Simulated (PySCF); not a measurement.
Numbering as in the mapped SMILES `[CH2:1]=[CH:2][N:3]=[C:4]=[O:5]`. Each H is labelled by its parent atom. Ha(C1) is cis to N3; Hb(C1) is trans to N3.

Geometry: PBE0-D3(BJ)/def2-SVP; GIAO shifts from PySCF 2.14, gas phase, non-relativistic, averaged over equivalent atoms.

At PBE0/6-31G (51 basis functions, 3.2 s wall time on 1 thread of an Arm Neoverse V1, shared host):
```
 atoms  δ (ppm)
    C2    121.5
    C1    115.2
    C4    114.3
    N3     48.9
    O5    143.8
 H(C2)     5.97
Hb(C1)     5.58
Ha(C1)     5.46
```

References, each an isolated molecule treated in the same way: TMS for ¹³C (199.54 ppm) and ¹H (32.61 ppm); ¹⁵N (260.69 ppm) vs NH3; ¹⁷O (318.49 ppm) against H2O.

**Question.** Predict the values at BHandHLYP/pcSseg-2 on the same geometry.

**Answer.** 
```csv
atoms,δ at BHandHLYP/pcSseg-2,change
C2,137.3,+15.8
C1,124.4,+9.2
C4,131.7,+17.4
N3,50.4,+1.5
O5,150.7,+6.9
H(C2),5.73,-0.24
Hb(C1),5.30,-0.28
Ha(C1),5.31,-0.15
```

δ = σ(ref) − σ, references computed at the same level: TMS for ¹³C (184.26 ppm) and ¹H (31.45 ppm); ¹⁵N (259.78 ppm) vs NH3; ¹⁷O (326.63 ppm) vs H2O.

The largest change is at C4 (central carbon of a heterocumulene). Cost: 222 basis functions, 13 s wall time on 1 thread of an Arm Neoverse V1, shared host. The order of the carbon signals changes between the two levels.

Experimental scales use liquid or dissolved standards, which lie at an offset from isolated NH3 (liquid NH3: subtract about 20 ppm) and H2O (liquid H2O: subtract about 36 ppm).
